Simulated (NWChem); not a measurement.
**C5H8 (isoprene): levels of theory compared**

Aim: a comparison of 3 runs (HF/cc-pVDZ, SVWN5/cc-pVDZ, MP2/cc-pVDZ) of C5H8 (isoprene). 

Program for the calculation: NWChem 7.3.0.

**1. Starting point**

C5H8: 13 atoms, total charge 0, spin state singlet. SMILES: `C=CC(=C)C`. Geometry: relaxed at PBE0-D4/def2-TZVP. This is one conformer, not always the lowest.

Bond lengths: C1–C2 1.332 Å, C2–C3 1.459 Å, C3–C4 1.336 Å, C3–C5 1.496 Å, C1–H6 1.083 Å, C1–H7 1.084 Å, C2–H8 1.088 Å, C4–H9 1.085 Å, C4–H10 1.084 Å, C5–H11 1.090 Å, C5–H12 1.094 Å, C5–H13 1.094 Å. Some angles: C1–C2–C3 125.6°, C2–C3–C4 119.6°, C2–C3–C5 118.6°, C4–C3–C5 121.8°, C1–C2–H8 119.0°, C3–C2–H8 115.4°, C2–C1–H6 121.1°, C2–C1–H7 122.1°, C3–C4–H9 121.2°, C3–C4–H10 121.7°.

**2. Energy and forces at HF/cc-pVDZ (run 1)**

File nw.nw:

```
start nw
memory total 2200 mb

geometry units angstroms noautosym nocenter noautoz
  C    -1.944730    0.066680   -0.417780
  C    -0.970180    0.497500    0.381270
  C     0.437750    0.129440    0.277840
  C     1.318130    0.634550    1.146700
  C     0.854270   -0.810460   -0.808650
  H    -2.969230    0.387880   -0.274660
  H    -1.757170   -0.617240   -1.237820
  H    -1.215330    1.183400    1.188850
  H     1.005270    1.315640    1.930610
  H     2.371510    0.383350    1.100100
  H     1.926500   -1.002680   -0.769950
  H     0.613330   -0.401390   -1.794270
  H     0.329890   -1.766670   -0.722260
end

basis "ao basis" spherical bse
  C library cc-pVDZ
  H library cc-pVDZ
end

scf
  thresh 1e-08
  maxiter 80
end

task scf gradient
```

Run with:

```
$ nwchem nw.nw > nw.out
```

Log:

```text
[...]
  functions       =   110
[...]
  wavefunction    = RHF
[...]
         Total SCF energy =   -193.974561737853
      One-electron energy =   -579.365694091966
      Two-electron energy =    224.238295116089
 Nuclear repulsion energy =    161.152837238024
        Time for solution =     21.3s
[...]
                         RHF ENERGY GRADIENTS
    atom               coordinates                        gradient
                 x          y          z           x          y          z
   1 C      -3.675007   0.126007  -0.789490   -0.003509  -0.001539  -0.002863
   2 C      -1.833374   0.940139   0.720496    0.016625  -0.002421   0.001240
   3 C       0.827228   0.244606   0.525041   -0.014959  -0.003717  -0.008580
   4 C       2.490905   1.199126   2.166949    0.004178   0.002284   0.003948
   5 C       1.614336  -1.531547  -1.528127   -0.002364   0.005120   0.005900
   6 H      -5.611031   0.732987  -0.519032   -0.000764   0.000100  -0.000064
   7 H      -3.320570  -1.166414  -2.339141    0.001228  -0.001099  -0.001073
   8 H      -2.296641   2.236302   2.246601    0.000435   0.001349   0.001820
   9 H       1.899685   2.486199   3.648324   -0.000874   0.000679   0.000639
  10 H       4.481504   0.724426   2.078888    0.001102  -0.000477  -0.000319
  11 H       3.640557  -1.894790  -1.454995    0.000622   0.000101   0.000311
[...]
```

It took 25 s on 1 thread of AMD EPYC 9R45 (Zen 5), shared host; peak memory 0.1 GiB.

**3. Energy and forces at SVWN5/cc-pVDZ (run 2)**

File mol.nw:

```
start mol
memory stack 880 mb heap 220 mb global 1100 mb

geometry units atomic noautosym nocenter noautoz
   C   -3.67500709   0.12600694  -0.78948978
   C   -1.83337449   0.94013875   0.72049588
   C    0.82722761   0.24460615   0.52504151
   C    2.49090470   1.19912571   2.16694895
   C    1.61433634  -1.53154743  -1.52812703
   H   -5.61103150   0.73298697  -0.51903218
   H   -3.32057005  -1.16641455  -2.33914079
   H   -2.29664085   2.23630190   2.24660090
   H    1.89968498   2.48619928   3.64832415
   H    4.48150440   0.72442651   2.07888771
   H    3.64055738  -1.89479059  -1.45499463
   H    1.15902572  -0.75851717  -3.39067889
   H    0.62340175  -3.33852245  -1.36487359
end

basis spherical bse
   * library cc-pVDZ
end

dft
   xc slater vwn_5
   grid fine
   convergence energy 1e-08
   maxiter 100
   mulliken
end

task dft gradient
```

Run with:

```
$ nwchem mol.nw > mol.out
```

Log:

```text
[...]
          Wavefunction type:  closed shell.
          No. of atoms     :    13
          No. of electrons :    38
[...]
          Charge           :     0
          Spin multiplicity:     1
[...]
          AO basis - number of functions:   110
[...]
              XC Information
              --------------
                        Slater Exchange Functional  1.000 local
                      VWN V Correlation Functional  1.000 local
[...]
 d= 0,ls=0.0,diis     1   -193.4101593633 -3.55D+02  7.74D-03  6.39D-01     2.2
[...]
 d= 0,ls=0.0,diis    11   -193.4554446372 -1.90D-09  2.91D-07  2.25D-09    17.6
         Total DFT energy =     -193.455444637233
      One electron energy =     -580.035996763805
           Coulomb energy =      253.608787452785
    Exchange-Corr. energy =      -28.181060951430
 Nuclear repulsion energy =      161.152825625218
[...]
      Total Density - Mulliken Population Analysis
     ---------------------------------------------
    Atom       Charge   Shell Charges
 -----------   ------   -------------------------------------------------------
    1 C    6     6.06   2.02  0.65  0.38  2.10  0.87  0.04
    2 C    6     6.05   2.02  0.66  0.43  2.11  0.77  0.06
    3 C    6     6.16   2.02  0.67  0.44  2.10  0.85  0.08
    4 C    6     6.03   2.02  0.66  0.36  2.10  0.86  0.04
    5 C    6     6.09   2.02  0.65  0.29  2.18  0.90  0.04
    6 H    1     0.95   0.72  0.20  0.03
    7 H    1     0.96   0.72  0.22  0.03
    8 H    1     1.00   0.73  0.24  0.03
    9 H    1     0.96   0.72  0.21  0.03
   10 H    1     0.96   0.72  0.21  0.03
[...]
  wavefunction    = closed shell
[...]
```

Wall time 22 s (1 thread of AMD EPYC 9R45 (Zen 5), shared host); peak memory 0.12 GiB.

**4. Energy and forces at MP2/cc-pVDZ (run 3)**

File nw.nw:

```
echo
start nw
memory total 2200 mb

geometry units angstroms noautosym nocenter noautoz
 C       -1.944730       0.066680      -0.417780
 C       -0.970180       0.497500       0.381270
 C        0.437750       0.129440       0.277840
 C        1.318130       0.634550       1.146700
 C        0.854270      -0.810460      -0.808650
 H       -2.969230       0.387880      -0.274660
 H       -1.757170      -0.617240      -1.237820
 H       -1.215330       1.183400       1.188850
 H        1.005270       1.315640       1.930610
 H        2.371510       0.383350       1.100100
 H        1.926500      -1.002680      -0.769950
 H        0.613330      -0.401390      -1.794270
 H        0.329890      -1.766670      -0.722260
end

basis spherical bse
 * library cc-pVDZ
end

scf
 thresh 1e-08
 maxiter 80
 print low
end

mp2
 freeze core 5
 tight
end

task mp2 gradient
```

Run with:

```
$ nwchem nw.nw > nw.out
```

Log:

```text
[...]
  functions       =   110
[...]
  wavefunction    = RHF
[...]
         Total SCF energy =   -193.974561737853
      One-electron energy =   -579.365694091966
      Two-electron energy =    224.238295116089
 Nuclear repulsion energy =    161.152837238024
        Time for solution =     21.3s
[...]
          Total MP2 energy          -194.653650384221
[...]
                         mp2 ENERGY GRADIENTS
    atom               coordinates                        gradient
                 x          y          z           x          y          z
   1 C      -3.675007   0.126007  -0.789490    0.013146   0.006368   0.011480
   2 C      -1.833374   0.940139   0.720496   -0.009614  -0.006735  -0.011016
   3 C       0.827228   0.244606   0.525041    0.007429   0.006622   0.010315
   4 C       2.490905   1.199126   2.166949   -0.011387  -0.006282  -0.010939
   5 C       1.614336  -1.531547  -1.528127    0.000157   0.001124   0.001486
   6 H      -5.611031   0.732987  -0.519032    0.007410  -0.002522  -0.001283
   7 H      -3.320570  -1.166414  -2.339141   -0.001464   0.004734   0.005640
   8 H      -2.296641   2.236302   2.246601    0.002203  -0.004978  -0.005757
   9 H       1.899685   2.486199   3.648324    0.002450  -0.004941  -0.005639
  10 H       4.481504   0.724426   2.078888   -0.007595   0.001927   0.000484
  11 H       3.640557  -1.894790  -1.454995   -0.007377   0.001386  -0.000168
[...]
```

Wall time 53 s (1 thread of AMD EPYC 9R45 (Zen 5), shared host); peak memory 0.49 GiB.

**5. All runs side by side**

```tsv
run	level	iteration cap	module	energy (Eh)	dipole moment (D)	HOMO energy (eV)	LUMO energy (eV)	wall time
1	HF/cc-pVDZ	80	scf	-193.974562	0.24	-8.68	3.35	25 s
2	SVWN5/cc-pVDZ	100	dft	-193.455445	0.32	-5.74	-1.69	22 s
3	MP2/cc-pVDZ	80	mp2	-194.653650	0.22	–	–	53 s
```

**6. Outcome**

| quantity | value |
| --- | --- |
| run 3: total energy | -194.65365 Eh |
| run 3: dipole moment (of the density that the program reports) | 0.22 D |
| run 3: correlation energy (5 core orbitals frozen) | -679.1 mEh |
| run 3: largest force on an atom | 0.955 eV/Å |

**Reading.** The dipole moment (its size) runs from 0.22 D (MP2/cc-pVDZ) to 0.32 D (SVWN5/cc-pVDZ). All runs together took 99 s, the longest 53 s.
